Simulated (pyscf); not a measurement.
Single points on ωB97X-D3(BJ)/def2-SVP structures (PySCF, gas phase).

### Question
Estimate by transition-state theory the rate constant of H₂Si=AsH (SMILES [SiH2]=[AsH]) + AsH₃ (SMILES [AsH3]) -> H₂As–AsH₂ (SMILES [AsH2][AsH2]) + SiH₂ (SMILES [SiH2]) [singlet] (singlet surface; As–Si, As–H broken, As–As, As–H formed) at 900 K, with ωB97M-D3(BJ)/def2-TZVP energies (ideal gas, 1 atm, RRHO with modes under 100 cm⁻¹ raised to 100, one conformer, R ln 2 for chiral ones without a mode under 150 cm⁻¹; no tunnelling).

### Answer
The electronic barrier is 36.4 kcal/mol and the thermal terms add +28.8, so ΔG‡ = 65.1 kcal/mol. With k_BT/h = 1.88e+13 s⁻¹ and RT = 1.788 kcal/mol, and a volume of 1.23e-19 cm³ per molecule at 1 atm, k = 3.5e-22 cm³ molecule⁻¹ s⁻¹. Wigner's tunnelling factor for 628i cm⁻¹ would be 1.04. A shift of 1 kcal/mol in the barrier changes k by a factor 1.7. On the product side the descent ends in an adduct with a As–Si contact, 13.6 kcal/mol under the separated species and 22.0 kcal/mol under the saddle at ωB97X-D3(BJ)/def2-TZVP. What is counted as broken (As–Si) persists as a longer contact in the product adduct; parting that adduct is a step of its own. At ωB97X-D3(BJ)/def2-TZVP the barrier from the zero used here is 34.3 kcal/mol. The same reactants have a lower exit, to H₃Si–AsH–AsH₂ (barrier +22.4 kcal/mol at ωB97M-D3(BJ)/def2-TZVP, against +36.4 kcal/mol here). One saddle was located; it need not be the lowest between these sides. Elements up to Kr have no core potential and no relativistic terms here.
